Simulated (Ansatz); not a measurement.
## AlNH4 (AlH2(NH2)): where methods fail along a bond

The species is AlNH4 (6 atoms), meant as a singlet with charge 0. As SMILES, `[H][Al]([H])[NH2]`. Geometry: a GFN2-xTB relaxation, a rough one for these elements and not checked as a minimum.

| atom | x (Å) | y (Å) | z (Å) |
| --- | --- | --- | --- |
| Al | 0.4112 | 0.7098 | 0.0041 |
| H | 1.9511 | 0.7541 | 0.0402 |
| H | -0.3175 | 2.0686 | -0.0206 |
| N | -0.4778 | -0.8270 | -0.0067 |
| H | -0.8038 | -1.3379 | -0.8198 |
| H | -0.7632 | -1.3675 | 0.8027 |

The N4–H6 distance is scanned; the parts on either side stay rigid. Basis STO-3G, 6 core orbitals frozen in the correlated methods; program Ansatz 0.2.0. FCI is exact within this basis and core. Energies in eV from each method's value at 1.014 Å; methods without a U are spin-restricted. The shape above is that at 1.014 Å.

| distance (Å) | SVWN5 | PBE | r2SCAN | PBE0 | B3LYP | HSE06 | CCSD |
| --- | --- | --- | --- | --- | --- | --- | --- |
| 1.014 | 0.00 | 0.00 | 0.00 | 0.00 | 0.00 | 0.00 | 0.00 |
| 1.268 | 0.87 | 0.81 | 0.91 | 0.96 | 0.88 | 0.95 | 0.85 |
| 1.521 | 2.58 | 2.45 | 2.66 | 2.78 | 2.61 | 2.78 | 2.49 |
| 2.029 | 5.69 | 5.39 | 5.79 | 6.11 | 5.77 | 6.09 | 4.94 |

Estimate the FCI curve, and say how far off each method is.


```json
{"distance (Å)": "1.014", "FCI": "0.00"}
{"distance (Å)": "1.268", "FCI": "0.84"}
{"distance (Å)": "1.521", "FCI": "2.47"}
{"distance (Å)": "2.029", "FCI": "4.66"}
```

Departure from the FCI curve at its largest: SVWN5 +1.03 eV at 2.03 Å; PBE +0.73 eV at 2.03 Å; r2SCAN +1.13 eV at 2.03 Å; PBE0 +1.45 eV at 2.03 Å; B3LYP +1.12 eV at 2.03 Å; HSE06 +1.43 eV at 2.03 Å; CCSD +0.28 eV at 2.03 Å. Restricted functionals keep the electrons paired too, and rise too high.
